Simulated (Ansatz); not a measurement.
**What a trial cell of Rh relaxes into**

All numbers below come from DFT PBEsol, scalar-relativistic, plane waves, PAW in Ansatz.

Rh was placed on the omega structure type (P6/mmm, No. 191), at a guessed volume.

Input of the last, converged step (default PAW datasets):

```yaml
crystal:
  lattice:
    - [4.2649934834, 0.0, 0.0]
    - [-2.1324967417, 3.6935927036, 0.0]
    - [0.0, 0.0, 2.644964589]
  atoms:
    - { symbol: Rh, position: [0.0, 0.0, 0.0] }
    - { symbol: Rh, position: [0.3333333333, 0.6666666667, 0.5] }
    - { symbol: Rh, position: [0.6666666667, 0.3333333333, 0.5] }
basis:
  ecutwfc: 420
kpoints:
  mp_grid: { grid: [12, 12, 18] }
hamiltonian:
  xc: pbesol
scf:
  occupations: { method: gaussian, width: 0.1 }
output:
  forces: true
  stress: true
  eigenvalues: true
relax:
  adjacent_minimum: "off"
  f_tol: 0.01
  max_steps: 80
  cell: { stress_tol: 0.05 }
```

It can be run as:

```bash
ansatz run input.yaml --threads 1 --pin off --backend cpu --events-out ev --progress --plain --runs-dir out  # memory cap (--max-ram) not shown
```

End of the output:

```
SCF converged after 8 iterations
Free energy (F): -19015.504401 eV
Harris-Foulkes:  -19015.504401 eV  (|F-HF|=0.00e0)
Internal energy: -19015.474614 eV  (E = F + TS)
E sigma→0 (E₀):  -19015.489508 eV
Entropy (-TS):   -0.029787 eV (-9.929 meV/atom)
Fermi energy:    22.040189 eV
--- Per-component energies (eV) ---
  E_band       = -271.465945
  E_kinetic    = 1720.842950
  E_local      = -4750.609340  (includes V_loc(G=0)·N_el)
  E_nonlocal   = 1070.906548
  E_hartree    = 1668.510927
  E_xc         = -661.613195
  E_vxc        = -833.599887  (∫ρ·V_xc dr)
  E_paw        = -10572.239974  (= ΣΔE_a)
  E_vpaw       = -816.030625  (= ΣTr[D̂ρ^β])
  E_aug_tail   = 0.002556  (compensation charges beyond the density's cutoff)
  E_ewald      = -7492.103686
  E_core_change = 0.828599  (= ΣΔE_core)
  E_smearing   = -0.029787  (= −TS)
  E_closure    = 0.000000  (closes the sum)
  Σ components = -19015.504401   (vs F -19015.504401, Δ=0.00e0)
--- Forces (eV/Å), atoms counted from 1 ---
  atom   1  Rh     0.00000000     0.00000000     0.00000000
  atom   2  Rh     0.00000000     0.00000000     0.00000000
  atom   3  Rh     0.00000000     0.00000000     0.00000000
  max |Σ_I F_I| component: 1.16e-18 eV/Å
--- Stress (GPa, compression-positive) ---
        0.041621       0.000000       0.000000
        0.000000       0.041621       0.000000
        0.000000       0.000000       0.001759
  P = ⅓ Tr σ = 0.0283 GPa (0.283 kbar)
--- Relaxed structure (4 steps of the walk, 4 accepted, 1 SCFs on fresh bases) ---
  F+E_penalty+E_count = -19015.50440134 eV   max|allowed force component| = 1.927e-18 eV/Å   (the final SCF, on the basis selected at the relaxed cell)
  cell:  # Å, volume = 41.5967 Å³
    - [4.281113, 0.000000, 0.0]
    - [-2.140557, 3.707553, 0.0]
    - [0.0, 0.0, 2.620685]
  atoms:
    - { symbol: Rh, position: [0.000000, 0.000000, 0.0] }
    - { symbol: Rh, position: [0.333333, 0.666667, 0.500000] }
    - { symbol: Rh, position: [0.666667, 0.333333, 0.500000] }
```

Absolute energies hang on the potentials; compare differences alone.

The result has space group P6/mmm (No. 191). Around Rh on Wyckoff site a (1 atom of the primitive cell) lie 2 Rh at 2.62 Å and 12 Rh at 2.80 Å; Rh on Wyckoff site d (2 atoms of the primitive cell) has 3 Rh at 2.47 Å, 2 Rh at 2.62 Å and 6 Rh at 2.80 Å.

It lies 0.25 eV/atom above the element's standard state at the same level.

The k mesh leaves about 4 meV/atom of noise in metals.

Symmetry constrained the relaxation, so the result can be a saddle point.